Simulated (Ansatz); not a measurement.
Ansatz (a program for electronic structure) input:

Ansatz 0.2 input:
```yaml
crystal:
  periodic: [false, false, false]
  atoms:
    - {symbol: O, position_ang: [-0.00000000, -0.00000000, -0.11563587]}
    - {symbol: H, position_ang: [0.00000000, 0.00000000, 0.92508692]}
basis:
  gaussian:
    orbitals: cc-pVDZ
total_charge: 1
magnetization: {spin_polarized: true, initial_magnetization: 2}
correlation: {method: fci, electrons: outside_noble_gas}
```

### Question
What final total energy does it print?

### Answer
-75.11074 Eh (FCI/cc-pVDZ). The basis has 19 functions.
